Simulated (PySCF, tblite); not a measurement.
# C3H3F3: changes of charge

Aim: compute the changes of charge of C3H3F3 (`C=CC(F)(F)F`).

Programs: tblite 0.8.0 and PySCF 2.14.0, with routines of our own; each step states its level. All values are computed. Atoms count from 0.

## Step 1: The starting structure

9 atoms, charge 0, multiplicity 1; geometry from: start built from the parent or by distance geometry.

## Step 2: Geometry optimisation with GFN2-xTB

What the job is given:

```
{"job": {"kind": "relax", "xc": "GFN2-xTB", "basis": "xTB"}, "charge": 0, "multiplicity": 1}
C     -1.288800     0.179100    -0.374500
C     -0.112300     0.562800     0.062200
C      1.010900    -0.431200     0.348300
F      0.982800    -1.252800    -0.765300
F      2.169100     0.313100     0.453900
F      0.744600    -1.113000     1.486100
H     -2.025700     1.002800    -0.531700
H     -1.540800    -0.847400    -0.570400
H      0.087300     1.598500     0.268300
```

Launch:

```bash
> OMP_NUM_THREADS=1 python redox_run.py task.json out
```

The driver reads the jobs from task.json and runs them one after another.

What it wrote:

```text
step      E/eV     max force
  0    -601.53414    2.247
  1    -601.73256    1.438
  2    -601.87785    1.113
  3    -601.90426    0.707
  4    -601.92198    0.406
  5    -601.93842    0.279
  6    -601.94350    0.229
  7    -601.94665    0.159
  8    -601.94840    0.104
  9    -601.94921    0.076
 10    -601.94953    0.057
 11    -601.94981    0.057
 12    -601.95017    0.063
 13    -601.95052    0.052
 14    -601.95071    0.034
 15    -601.95081    0.031
 16    -601.95092    0.035
 17    -601.95104    0.033
 18    -601.95115    0.031
 19    -601.95122    0.026
 20    -601.95127    0.025
 21    -601.95132    0.026
 22    -601.95138    0.024
 23    -601.95141    0.018
 24    -601.95144    0.018
 25    -601.95147    0.018
 26    -601.95151    0.025
 27    -601.95156    0.030
 28    -601.95164    0.035
 29    -601.95175    0.043
 30    -601.95197    0.058
 31    -601.95233    0.070
 32    -601.95282    0.080
 33    -601.95343    0.085
 34    -601.95427    0.121
 35    -601.95526    0.146
 36    -601.95640    0.133
 37    -601.95628    0.212
 38    -601.95794    0.086
 39    -601.95851    0.065
 40    -601.95994    0.132
 41    -601.96066    0.072
 42    -601.96199    0.088
 43    -601.96335    0.117
 44    -601.96455    0.125
 45    -601.96235    0.382
 46    -601.96632    0.097
 47    -601.96725    0.076
 48    -601.96524    0.306
 49    -601.96886    0.063
 50    -601.96929    0.045
 51    -601.96964    0.051
 52    -601.96977    0.032
 53    -601.96989    0.022
 54    -601.96995    0.021
 55    -601.96999    0.020
 56    -601.97002    0.015
 57    -601.97004    0.010
 58    -601.97005    0.008
```

Run time: 0.3 s. Hardware: 1 thread of Arm Neoverse N1, shared host.

The steps of the relaxation: (not every step is listed)

```
step  energy from step 0 (eV)  largest force (eV/Å)
   0                   0.0000                2.2472
   1                  -0.1984                1.4375
   2                  -0.3437                1.1132
   3                  -0.3701                0.7070
   4                  -0.3878                0.4065
   5                  -0.4043                0.2793
   6                  -0.4094                0.2293
   7                  -0.4125                0.1591
   8                  -0.4143                0.1040
  12                  -0.4160                0.0628
  16                  -0.4168                0.0348
  20                  -0.4171                0.0249
  24                  -0.4173                0.0185
  28                  -0.4175                0.0348
  32                  -0.4187                0.0803
  36                  -0.4223                0.1332
  40                  -0.4258                0.1319
  44                  -0.4304                0.1253
  48                  -0.4311                0.3064
  52                  -0.4356                0.0320
  53                  -0.4357                0.0216
  54                  -0.4358                0.0210
  55                  -0.4359                0.0201
  56                  -0.4359                0.0146
  57                  -0.4359                0.0105
  58                  -0.4359                0.0081
```

Distances of close pairs at the start and the end, largest changes first:

```
 bond  before (Å)  after (Å)  change (Å)
C2–F3       1.384      1.339      -0.045
C0–H6       1.116      1.076      -0.041
C2–F4       1.381      1.346      -0.035
C1–C2       1.527      1.498      -0.029
C2–F5       1.353      1.346      -0.007
C0–C1       1.312      1.319      +0.006
C1–H8       1.075      1.079      +0.005
C0–H7       1.075      1.078      +0.003
```

The final coordinates are the input of the step that follows.

## Step 3: Vibrational analysis with GFN2-xTB

What the job is given:

```
{"job": {"kind": "ir", "xc": "GFN2-xTB", "basis": "xTB"}, "charge": 0, "multiplicity": 1}
C     -1.265414     0.270993    -0.519951
C     -0.203942     0.537575     0.215805
C      0.951375    -0.406975     0.350367
F      0.800898    -1.540912    -0.345231
F      2.103112     0.150183    -0.067340
F      1.155009    -0.766838     1.631037
H     -2.079514     0.969855    -0.597373
H     -1.357152    -0.651513    -1.069459
H     -0.077250     1.449619     0.779025
```

What it wrote:

```text
mode    cm-1     km/mol
  1      48.4      0.17
  2     243.8      0.55
  3     285.7      0.23
  4     396.8     12.03
  5     454.6      7.46
  6     497.8     25.91
  7     579.3     14.39
  8     680.8      0.38
  9     784.7      1.18
 10     917.1      0.06
 11     989.6     98.36
 12    1011.5      8.16
 13    1042.4    384.85
 14    1077.4    226.85
 15    1191.8    156.06
 16    1255.8     26.67
 17    1392.2     11.90
 18    1709.5      2.07
 19    3099.3      1.64
 20    3110.9      1.97
 21    3146.8      7.83
ZPE 143.050  H(298)-E 161.285  G(298)-E 65.327 kJ/mol  S 321.84 J/(mol K)
```

It took 0.29 s on 1 thread of Arm Neoverse N1, shared host.

Which atoms move in the most intense modes:

```
cm⁻¹  km/mol                               atoms
 397    12.0  F4 30 %, F5 30 %, C0 16 %, C1 12 %
 498    25.9  F3 32 %, F5 17 %, F4 17 %, C1 11 %
 579    14.4  C1 23 %, F4 21 %, F5 21 %, F3 11 %
 990    98.4  H6 21 %, H8 20 %, C2 16 %, H7 15 %
1042   384.9           C2 71 %, F4 11 %, F5 11 %
1077   226.8                             C2 61 %
1192   156.1                    C2 63 %, H8 19 %
1256    26.7           H8 53 %, C1 16 %, C0 11 %
```

## Step 4: Optimising the geometry at PBE0-D3(BJ)/ma-def2-SVP

Settings changed since step 3:

```diff
@@ -1,2 +1,2 @@
-{"job": {"kind": "ir", "xc": "GFN2-xTB", "basis": "xTB"}, "charge": 0, "multiplicity": 1}
+{"job": {"xc": "PBE0", "basis": "ma-def2-SVP", "d3": "d3bj", "grid": 1, "kind": "geom"}, "charge": 0, "multiplicity": 1}
 C     -1.265414     0.270993    -0.519951
```

What it wrote:

```text
step   0  E = -414.92376358  max force = 0.014185
step   1  E = -414.92453403  max force = 0.003033
step   2  E = -414.92460208  max force = 0.002330
step   3  E = -414.92462552  max force = 0.001442
step   4  E = -414.92463285  max force = 0.000731
step   5  E = -414.92464017  max force = 0.000827
step   6  E = -414.92465618  max force = 0.000730
step   7  E = -414.92467181  max force = 0.000760
step   8  E = -414.92467515  max force = 0.000458
step   9  E = -414.92467006  max force = 0.000517
step  10  E = -414.92466750  max force = 0.000196
step  11  E = -414.92466225  max force = 0.000040
step  12  E = -414.92466710  max force = 0.000065
optimisation converged
```

Wall time 87 s (1 thread of Arm Neoverse N1, shared host).

Relaxation path:

```
step  energy from step 0 (eV)  largest force component (eV/Å)
   0                   0.0000                          0.7294
   1                  -0.0210                          0.1560
   2                  -0.0228                          0.1198
   3                  -0.0235                          0.0742
   4                  -0.0237                          0.0376
   5                  -0.0239                          0.0425
   6                  -0.0243                          0.0375
   7                  -0.0247                          0.0391
   8                  -0.0248                          0.0236
   9                  -0.0247                          0.0266
  10                  -0.0246                          0.0101
  11                  -0.0245                          0.0021
  12                  -0.0246                          0.0033
```

Distances of close pairs at the start and the end, largest changes first:

```
 bond  before (Å)  after (Å)  change (Å)
C0–H6       1.076      1.092      +0.016
C0–H7       1.078      1.093      +0.015
C1–H8       1.079      1.094      +0.014
C0–C1       1.319      1.330      +0.011
C2–F5       1.346      1.342      -0.004
C2–F4       1.346      1.342      -0.003
C2–F3       1.339      1.336      -0.003
C1–C2       1.498      1.496      -0.003
```

The next job starts from the end point, and lists it.

```
                         at the end point                value
  point group (found at 0.08 Å tolerance)                   Cs
rotational constants (GHz, main isotopes)  5.456, 2.945, 2.870
                        dipole moment (D)                 2.60
```

## Step 5: Harmonic vibrations (C3H3F3): PBE0-D3(BJ)/ma-def2-SVP

What the job is given:

```
{"job": {"xc": "PBE0", "basis": "ma-def2-SVP", "d3": "d3bj", "grid": 2, "kind": "hessian"}, "charge": 0, "multiplicity": 1}
C     -1.202762     0.320715    -0.626290
C     -0.206830     0.516267     0.232935
C      0.923700    -0.445870     0.415390
F      0.830308    -1.518724    -0.374645
F      2.102128     0.142904     0.156823
F      0.981279    -0.885003     1.682345
H     -2.007188     1.052687    -0.726276
H     -1.246103    -0.572107    -1.254844
H     -0.145208     1.402971     0.870304
```

What it wrote:

```text
coarse grid: 8376 points
cycle   1  E = -414.7548786322  dE =  8.362e-01  |g| = 7.967e-01  |ddm| = 3.390e+00
cycle   2  E = -414.6536674781  dE =  1.012e-01  |g| = 1.139e+00  |ddm| = 1.530e+00
cycle   3  E = -414.8678675428  dE = -2.142e-01  |g| = 8.157e-02  |ddm| = 9.023e-01
cycle   4  E = -414.8689828808  dE = -1.115e-03  |g| = 4.345e-02  |ddm| = 1.123e-01
cycle   5  E = -414.8694341079  dE = -4.512e-04  |g| = 1.210e-02  |ddm| = 4.612e-02
cycle   6  E = -414.8694684003  dE = -3.429e-05  |g| = 2.005e-03  |ddm| = 1.249e-02
cycle   7  E = -414.8694693594  dE = -9.591e-07  |g| = 3.705e-04  |ddm| = 2.421e-03
final grid: 84552 points
cycle   8  E = -414.9246631212  dE = -2.262e-05  |g| = 6.164e-03  |ddm| = 3.064e-02
cycle   9  E = -414.9246588672  dE =  4.254e-06  |g| = 8.115e-03  |ddm| = 1.233e-02
cycle  10  E = -414.9246712850  dE = -1.242e-05  |g| = 6.514e-04  |ddm| = 6.526e-03
cycle  11  E = -414.9246713717  dE = -8.675e-08  |g| = 1.576e-04  |ddm| = 6.512e-04
cycle  12  E = -414.9246713756  dE = -3.877e-09  |g| = 9.128e-05  |ddm| = 2.132e-04
cycle  13  E = -414.9246713777  dE = -2.095e-09  |g| = 1.470e-05  |ddm| = 9.525e-05
cycle  14  E = -414.9246713777  dE = -4.593e-11  |g| = 5.637e-06  |ddm| = 1.915e-05
converged SCF energy = -414.9246713777

mode    cm-1
  1      92.1
  2     267.3
  3     324.3
  4     434.6
  5     525.1
  6     557.4
  7     640.8
  8     725.3
  9     831.3
 10     992.7
 11    1015.0
 12    1022.6
 13    1179.7
 14    1196.8
 15    1301.6
 16    1322.6
 17    1436.4
 18    1756.2
 19    3180.7
 20    3219.4
 21    3287.9
ZPE 151.387  H(298)-E 168.533  G(298)-E 74.538 kJ/mol  S 315.26 J/(mol K)
```

Wall time 4.3 min (1 thread of Arm Neoverse N1, shared host); peak memory 1.8 GiB.

Zero-point energy 151.39 kJ/mol (xTB gave 143.05).

## Step 6: Single point (C3H3F3): wB97X-D3(BJ)/ma-def2-TZVP

Geometry: PBE0-D3(BJ)/ma-def2-SVP.

Settings changed since step 5:

```diff
@@ -1,2 +1,2 @@
-{"job": {"xc": "PBE0", "basis": "ma-def2-SVP", "d3": "d3bj", "grid": 2, "kind": "hessian"}, "charge": 0, "multiplicity": 1}
+{"job": {"kind": "sp", "xc": "wB97X", "basis": "ma-def2-TZVP", "d3": "d3bj", "grid": 2}, "charge": 0, "multiplicity": 1}
 C     -1.202762     0.320715    -0.626290
```

What it wrote:

```text
coarse grid: 8376 points
cycle   1  E = -415.7241234273  dE =  1.031e+00  |g| = 9.714e-01  |ddm| = 2.181e+00
cycle   2  E = -415.7194185951  dE =  4.705e-03  |g| = 1.095e+00  |ddm| = 9.443e-01
cycle   3  E = -415.8876935805  dE = -1.683e-01  |g| = 5.433e-02  |ddm| = 4.446e-01
cycle   4  E = -415.8882266852  dE = -5.331e-04  |g| = 2.513e-02  |ddm| = 5.700e-02
cycle   5  E = -415.8883613046  dE = -1.346e-04  |g| = 5.888e-03  |ddm| = 2.343e-02
cycle   6  E = -415.8883698356  dE = -8.531e-06  |g| = 2.084e-03  |ddm| = 6.387e-03
final grid: 84552 points
cycle   7  E = -415.8901628598  dE = -7.186e-05  |g| = 7.602e-03  |ddm| = 4.033e-02
cycle   8  E = -415.8901641048  dE = -1.245e-06  |g| = 6.803e-03  |ddm| = 6.252e-03
cycle   9  E = -415.8901697399  dE = -5.635e-06  |g| = 5.810e-04  |ddm| = 2.589e-03
cycle  10  E = -415.8901697897  dE = -4.982e-08  |g| = 1.841e-04  |ddm| = 4.249e-04
cycle  11  E = -415.8901697964  dE = -6.640e-09  |g| = 4.805e-05  |ddm| = 1.469e-04
converged SCF energy = -415.8901697964
```

Run time: 17 s. Hardware: 1 thread of Arm Neoverse N1, shared host; peak memory 0.71 GiB.

## Step 7: Single point (C₃H₃F₃+ (doublet)): wB97X-D3(BJ)/ma-def2-TZVP

Geometry: PBE0-D3(BJ)/ma-def2-SVP, that of another charge or spin state.

Settings changed since step 6:

```diff
@@ -1,2 +1,2 @@
-{"job": {"kind": "sp", "xc": "wB97X", "basis": "ma-def2-TZVP", "d3": "d3bj", "grid": 2}, "charge": 0, "multiplicity": 1}
+{"job": {"kind": "sp", "xc": "wB97X", "basis": "ma-def2-TZVP", "d3": "d3bj", "grid": 2}, "charge": 1, "multiplicity": 2}
 C     -1.202762     0.320715    -0.626290
```

What it wrote:

```text
final grid: 84552 points
cycle   1  E = -415.4587314315  dE = -3.691e-02  |g| = 1.878e-01  |ddm| = 4.237e-01
cycle   2  E = -415.4672112674  dE = -8.480e-03  |g| = 1.401e-01  |ddm| = 2.197e-01
cycle   3  E = -415.4744235976  dE = -7.212e-03  |g| = 2.854e-02  |ddm| = 8.651e-02
cycle   4  E = -415.4746627509  dE = -2.392e-04  |g| = 4.460e-03  |ddm| = 1.287e-02
cycle   5  E = -415.4746897858  dE = -2.703e-05  |g| = 1.907e-03  |ddm| = 6.674e-03
cycle   6  E = -415.4746964402  dE = -6.654e-06  |g| = 8.281e-04  |ddm| = 2.974e-03
cycle   7  E = -415.4746984290  dE = -1.989e-06  |g| = 5.015e-04  |ddm| = 1.847e-03
cycle   8  E = -415.4746988300  dE = -4.010e-07  |g| = 1.406e-04  |ddm| = 9.152e-04
cycle   9  E = -415.4746988730  dE = -4.299e-08  |g| = 3.341e-05  |ddm| = 3.491e-04
cycle  10  E = -415.4746988751  dE = -2.070e-09  |g| = 1.237e-05  |ddm| = 6.290e-05
converged SCF energy = -415.4746988751
```

It took 33 s on 1 thread of Arm Neoverse N1, shared host; peak memory 0.81 GiB.

## Step 8: Optimising the geometry with GFN2-xTB

This step treats C₃H₃F₃+ (doublet), labelled `[CH2][CH+]C(F)(F)F` (the label fixes atoms and charge, not where charge and spin sit).

What the job is given:

```
{"job": {"kind": "relax", "xc": "GFN2-xTB", "basis": "xTB"}, "charge": 1, "multiplicity": 2}
C     -1.186500     0.314600    -0.631600
C     -0.217600     0.524900     0.209900
C      0.941100    -0.453500     0.418600
F      0.827800    -1.504100    -0.395200
F      2.098900     0.139100     0.168200
F      0.970300    -0.886700     1.673600
H     -2.006800     1.058500    -0.737300
H     -1.234700    -0.563100    -1.249800
H     -0.136200     1.396100     0.869100
```

What it wrote:

```text
step      E/eV     max force
  0    -585.76057    1.823
  1    -585.81409    1.289
  2    -585.83669    0.542
  3    -585.84807    0.406
  4    -585.86397    0.266
  5    -585.86971    0.219
  6    -585.87585    0.173
  7    -585.87785    0.113
  8    -585.87899    0.099
  9    -585.87992    0.099
 10    -585.88101    0.099
 11    -585.88182    0.073
 12    -585.88235    0.070
 13    -585.88274    0.072
 14    -585.88311    0.072
 15    -585.88346    0.074
 16    -585.88377    0.058
 17    -585.88405    0.052
 18    -585.88434    0.053
 19    -585.88459    0.043
 20    -585.88475    0.034
 21    -585.88484    0.028
 22    -585.88495    0.029
 23    -585.88514    0.051
 24    -585.88551    0.089
 25    -585.88615    0.132
 26    -585.88698    0.147
 27    -585.88837    0.142
 28    -585.89060    0.159
 29    -585.89360    0.206
 30    -585.89922    0.306
 31    -585.90340    0.310
 32    -585.90579    0.198
 33    -585.90854    0.109
 34    -585.90918    0.072
 35    -585.90990    0.067
 36    -585.91054    0.073
 37    -585.91101    0.060
 38    -585.91137    0.052
 39    -585.91169    0.040
 40    -585.91191    0.034
 41    -585.91202    0.030
 42    -585.91207    0.025
 43    -585.91213    0.023
 44    -585.91220    0.025
 45    -585.91225    0.018
 46    -585.91227    0.012
 47    -585.91229    0.009
```

It took 0.26 s on 1 thread of Arm Neoverse N1, shared host.

Along the way: (not every step is listed)

```
step  energy from step 0 (eV)  largest force (eV/Å)
   0                   0.0000                1.8233
   1                  -0.0535                1.2888
   2                  -0.0761                0.5424
   3                  -0.0875                0.4065
   4                  -0.1034                0.2662
   5                  -0.1091                0.2190
   6                  -0.1153                0.1733
   7                  -0.1173                0.1126
   8                  -0.1184                0.0986
  11                  -0.1212                0.0728
  14                  -0.1225                0.0719
  17                  -0.1235                0.0525
  20                  -0.1242                0.0337
  23                  -0.1246                0.0509
  26                  -0.1264                0.1471
  29                  -0.1330                0.2059
  32                  -0.1452                0.1980
  35                  -0.1493                0.0674
  38                  -0.1508                0.0517
  41                  -0.1514                0.0300
  42                  -0.1515                0.0250
  43                  -0.1516                0.0232
  44                  -0.1516                0.0247
  45                  -0.1517                0.0181
  46                  -0.1517                0.0117
  47                  -0.1517                0.0093
```

Distances of close pairs at the start and the end, largest changes first:

```
 bond  before (Å)  after (Å)  change (Å)
C1–C2       1.531      1.587      +0.057
C0–H7       1.075      1.095      +0.021
C2–F3       1.334      1.314      -0.019
C2–F4       1.325      1.308      -0.017
C0–H6       1.112      1.098      -0.014
C2–F5       1.328      1.318      -0.010
C1–H8       1.096      1.094      -0.001
C0–C1       1.300      1.300      -0.000
```

The final coordinates are the input of the step that follows.

## Step 9: Vibrational analysis with GFN2-xTB

What the job is given:

```
{"job": {"kind": "ir", "xc": "GFN2-xTB", "basis": "xTB"}, "charge": 1, "multiplicity": 2}
C     -1.205980     0.317784    -0.622528
C     -0.244334     0.500551     0.233130
C      1.008530    -0.457981     0.410236
F      0.894144    -1.487202    -0.399006
F      2.115320     0.194119     0.164553
F      0.979330    -0.871021     1.661622
H     -1.880885     1.128098    -0.929601
H     -1.453640    -0.599564    -1.167037
H     -0.156038     1.301043     0.974014
```

What it wrote:

```text
mode    cm-1     km/mol
  1     -12.8      0.56
  2     238.5      6.17
  3     295.8      3.97
  4     353.3     23.97
  5     443.3     13.96
  6     486.6     24.89
  7     521.8     36.91
  8     537.1      7.92
  9     714.9     53.77
 10     771.7     60.27
 11     809.0     34.15
 12     911.3    153.80
 13     987.6    207.66
 14    1059.0     35.96
 15    1129.5    219.24
 16    1163.2    393.46
 17    1182.6    150.44
 18    1639.2      9.82
 19    2835.5    182.16
 20    2895.3    250.22
 21    2906.3    242.71
ZPE 130.956  H(298)-E 150.228  G(298)-E 49.739 kJ/mol  S 337.04 J/(mol K)
```

It took 0.31 s on 1 thread of Arm Neoverse N1, shared host.

The strongest bands and the atoms that carry them (share of the mass-weighted mode):

```
cm⁻¹  km/mol                               atoms
 911   153.8  H7 34 %, H6 22 %, C0 16 %, H8 14 %
 988   207.7           C2 45 %, F3 12 %, F5 12 %
1130   219.2           C2 62 %, H8 11 %, F4 10 %
1163   393.5           C2 50 %, H7 12 %, H6 11 %
1183   150.4           H7 41 %, H6 29 %, C2 18 %
2836   182.2                    H6 75 %, H7 12 %
2895   250.2                    H8 69 %, H7 23 %
2906   242.7           H7 57 %, H8 19 %, H6 18 %
```

## Step 10: Geometry optimisation at PBE0-D3(BJ)/ma-def2-SVP

This step treats C3H3F3+ (doublet), labelled `[CH2][CH+]C(F)(F)F` (the label fixes atoms and charge, not where charge and spin sit).

Settings changed since step 9:

```diff
@@ -1,2 +1,2 @@
-{"job": {"kind": "ir", "xc": "GFN2-xTB", "basis": "xTB"}, "charge": 1, "multiplicity": 2}
+{"job": {"xc": "PBE0", "basis": "ma-def2-SVP", "d3": "d3bj", "grid": 1, "kind": "geom"}, "charge": 1, "multiplicity": 2}
 C     -1.205980     0.317784    -0.622528
```

What it wrote:

```text
step   0  E = -414.50740214  max force = 0.092887
step   1  E = -414.51880797  max force = 0.012152
step   2  E = -414.51982520  max force = 0.006293
step   3  E = -414.51999420  max force = 0.006206
step   4  E = -414.52021225  max force = 0.002622
step   5  E = -414.52022909  max force = 0.001066
step   6  E = -414.52023722  max force = 0.000290
optimisation converged
```

It took 81 s on 1 thread of Arm Neoverse N1, shared host.

Along the way:

```
step  energy from step 0 (eV)  largest force component (eV/Å)
   0                   0.0000                          4.7764
   1                  -0.3104                          0.6249
   2                  -0.3380                          0.3236
   3                  -0.3426                          0.3191
   4                  -0.3486                          0.1348
   5                  -0.3490                          0.0548
   6                  -0.3493                          0.0149
```

Close pairs (by a distance rule), those that changed most:

```
 bond  before (Å)  after (Å)  change (Å)
C0–C1       1.300      1.395      +0.094
C1–C2       1.587      1.535      -0.052
C1–H8       1.094      1.102      +0.008
C0–H7       1.095      1.101      +0.006
C2–F4       1.308      1.312      +0.004
C0–H6       1.098      1.101      +0.003
C2–F5       1.318      1.320      +0.002
C2–F3       1.314      1.316      +0.002
```

The end geometry stands in the next job.

```
                         at the end point                value
  point group (found at 0.08 Å tolerance)                   C1
rotational constants (GHz, main isotopes)  5.394, 2.932, 2.867
                                     ⟨S²⟩                0.755
```

[end of part 1 of 2]
